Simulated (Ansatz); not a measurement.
# SiNO (sextet): from Hartree-Fock to the top rungs, def2-TZVPP

One table from this session's results is given with a row withheld; the runs are named, their logs left out.

Computed with Ansatz 0.2.0, Gaussian basis. Level: def2-TZVPP, core rule «outside noble gas», up to 7 orbitals frozen.

To be run: UHF; ROHF; CCSD(T) on UHF.

## The geometry

The geometry is a PBE0/def2-TZVP stationary point (not a proven minimum) of the parent state, kept for this charge and spin.

3 atoms, charge 0, spin multiplicity 6.

Atoms are counted from 1 here; the program's logs count them from 0.

Bond lengths: N1–O2 1.289 Å, O2–Si3 1.710 Å. Angles: N1–O2–Si3 128.1°.

Set-up of the first run:

The input, in.yaml:

```yaml
crystal:
  periodic: [false, false, false]
  atoms:
    - {symbol: N, position_ang: [0.000000, -0.294753, 1.597255]}
    - {symbol: O, position_ang: [0.000000, 0.427443, 0.529787]}
    - {symbol: Si, position_ang: [0.000000, -0.096502, -1.098380]}
basis:
  gaussian: {orbitals: def2-TZVPP}
magnetization: {spin_polarized: true, initial_magnetization: 5}
hamiltonian: {xc: hf}
output: {orbitals: {seedname: orbitals}}
```

Command:

```bash
$ ansatz run in.yaml --threads 1 --pin off --events-out ev --progress --plain --max-ram 4096MiB --backend cpu
```

Among the steps run: UHF; ROHF; CCSD(T) on UHF.

One of the session's tables, all rows but one given; the rest of the session is left out.

| method | from UCCSD(T) (kJ/mol) |
| --- | --- |
| ROHF | +1187.7 |
| UHF | +1155.1 |
| UMP2 | +101.1 |
| UCCSD | ? |
| UCCSD(T) | 0 |

**Question.** Estimate the row for UCCSD.

As computed: from UCCSD(T) (kJ/mol): +45.7. In the column «from UCCSD(T) (kJ/mol)» it lies between UCCSD(T) (0) and UMP2 (+101.1).
